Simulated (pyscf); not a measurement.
H₃Si–NH–SiH₃ + hydrogen (H₂) -> H₃Si–NH–SiH₃ + hydrogen (H₂) (four-centre exchange; singlet surface; H–Si, H–H broken, H–Si, H–H formed). Single points on ωB97X-D3(BJ)/def2-SVP structures (PySCF, gas phase). Energies in kJ/mol from the separated reactants.

```
level                   barrier  reaction energy
----------------------  -------  ---------------
ωB97X-D3(BJ)/def2-TZVP      ___              0.0
r²SCAN/def2-TZVP          212.7              0.0
B3LYP-D3(BJ)/def2-TZVP    236.7              0.0
M06-2X/def2-TZVP            ___              0.0
ωB97M-D3(BJ)/def2-TZVP    234.7              0.0
HF/def2-TZVP              329.3              0.0
```

**Question.** Fill in the missing entries.

**Answer.** 
- ωB97X-D3(BJ)/def2-TZVP, barrier: 242.3
- M06-2X/def2-TZVP, barrier: 247.4

The functionals in the table span 34.6 kJ/mol in this barrier, from r²SCAN to M06-2X. At the saddle there is also a short H–Si contact that neither side keeps. The same reactants have a lower exit, to H₂N–SiH₃ + SiH₄ (barrier +211.1 kJ/mol at ωB97M-D3(BJ)/def2-TZVP, against +234.7 kJ/mol here). One saddle was located; it need not be the lowest between these sides.
